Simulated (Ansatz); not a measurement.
# CH3O (doublet): wave-function methods side by side, 6-31G

Aim: climb from Hartree-Fock through coupled cluster and multireference methods for CH3O (doublet) at one geometry and basis, and see what each rung misses.

Program: Ansatz 0.2.0, Gaussian basis. Level of theory: 6-31G, core rule «outside noble gas», up to 2 orbitals frozen. These are calculated values, not measurements.

Plan: UHF; CCSD(T) on ROHF; CCSD(T) on UHF; BCCD(T) on ROHF; CISD; CCSDT(Q) on ROHF; CCSDT(Q) on UHF; CISDTQ; CCSDTQ on ROHF; CCSDTQ on UHF; CASSCF and MRCISD+Q, 13 electrons in 11 orbitals; CASSCF and NEVPT2, 13 electrons in 11 orbitals.

13 further runs of the same task are left out: 13 set aside as unsound or not needed.

## (1) The geometry

The geometry is an MP2(full)/6-31G* stationary point (not a proven minimum).

5 atoms, charge 0, spin multiplicity 2.

Atoms are counted from 1 here; the program's logs count them from 0.

Bond lengths: C1–O2 1.386 Å, C1–H3 1.101 Å, C1–H4 1.096 Å, C1–H5 1.096 Å. Angles: O2–C1–H3 104.9°, O2–C1–H4 112.4°, O2–C1–H5 112.4°, H3–C1–H4 107.9°, H3–C1–H5 107.9°, H4–C1–H5 111.0°.

## (2) UHF

The input, in.yaml:

```yaml
crystal:
  periodic: [false, false, false]
  atoms:
    - {symbol: C, position_ang: [-0.004758, -0.678241, 0.000000]}
    - {symbol: O, position_ang: [-0.004758, 0.707775, 0.000000]}
    - {symbol: H, position_ang: [1.059223, -0.960522, 0.000000]}
    - {symbol: H, position_ang: [-0.463498, -1.096129, 0.903279]}
    - {symbol: H, position_ang: [-0.463498, -1.096129, -0.903279]}
basis:
  gaussian: {orbitals: 6-31G}
magnetization: {spin_polarized: true, initial_magnetization: 1}
hamiltonian: {xc: hf}
output: {orbitals: {seedname: orbitals}}
```

Command:

```bash
$ ansatz run in.yaml --threads 1 --pin off --events-out ev --progress --plain --max-ram 3956MiB --backend cpu
```

After this run come: CCSD(T) on ROHF; CCSD(T) on UHF; BCCD(T) on ROHF; CISD; CCSDT(Q) on ROHF; CCSDT(Q) on UHF; CISDTQ; CCSDTQ on ROHF; CCSDTQ on UHF; CASSCF and MRCISD+Q, 13 electrons in 11 orbitals; CASSCF and NEVPT2, 13 electrons in 11 orbitals.

Q: Predict the results of all the runs planned. Wanted: UCCSDTQ below the RHF energy; RMP2 from UCCSDTQ; UMP2 from UCCSDTQ; RCCSD from UCCSDTQ; RCCSD(T) from UCCSDTQ; UCCSD(T) from UCCSDTQ; RCCSDT(Q) from UCCSDTQ; UCCSDT(Q) from UCCSDTQ; NEVPT2 valence from UCCSDTQ.

The runs gave:

```
                         quantity                                                                                                 value
     UCCSDTQ below the RHF energy                                                                                            -5.6196 eV
                RMP2 from UCCSDTQ                                                                                       +18.05 kcal/mol
                UMP2 from UCCSDTQ                                                                                       +17.77 kcal/mol
               RCCSD from UCCSDTQ                                                                                        +2.58 kcal/mol
            RCCSD(T) from UCCSDTQ                                                                                        +0.50 kcal/mol
            UCCSD(T) from UCCSDTQ                                                                                        +0.49 kcal/mol
           RCCSDT(Q) from UCCSDTQ                                                                                        +0.01 kcal/mol
           UCCSDT(Q) from UCCSDTQ                                                                                        -0.01 kcal/mol
      NEVPT2 valence from UCCSDTQ                                                                                       +12.20 kcal/mol
    MRCISD+Q valence from UCCSDTQ                                                                                        +0.85 kcal/mol
levels within 1 kcal/mol (43 meV)  RCCSD(T), UCCSD(T), BCCD(T), RCCSDT, UCCSDT, CISDTQ, RCCSDT(Q), UCCSDT(Q), RCCSDTQ, MRCISD+Q valence
                    T1 diagnostic                                                                                                 0.018
   effectively unpaired electrons                                                                                                  1.02
```

**Reading.** RCCSD(T) misses by +0.50 kcal/mol, 0.4 % of the correlation energy. One determinant dominates. Of the multireference levels listed MRCISD+Q valence comes nearest in total energy (+0.85 kcal/mol), which doesn't show that its space is the better one. These misses are within one basis, not against nature; the frozen cores of restricted and unrestricted runs differ, which can shift their rows.
